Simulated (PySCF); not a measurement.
**Working out the ionisation energy of P**

P [Ne] 3s2 3p3 (4S) → P⁺ [Ne] 3s2 3p2 (3P). Computed with PySCF 2.14 in x2c-QZVPPall, with scalar relativity by spin-free X2C-1e. Frozen: [Ne]. Energies in hartree (1 hartree = 27.21139 eV):

```
            part    P (lower)   P⁺ (upper)
             UHF  -341.536977  -341.173421
CCSD correlation    -0.105325    -0.085507
             (T)    -0.004590    -0.002656
```

What does Hartree-Fock give?

(-341.173421) − (-341.536977) = 0.363556 hartree = 9.893 eV.

What do CCSD and CCSD(T) give?

The CCSD correlation energies differ by 0.019818 hartree = 0.539 eV and the triples by 0.001934 hartree = 0.053 eV, so CCSD gives 10.432 eV and CCSD(T) 10.485 eV.

Measured between the centres of the two terms (NIST): 10.526 eV, so CCSD(T) (valence) is off by -0.041 eV.

What remains against the reference includes basis incompleteness, the frozen core and higher excitations.
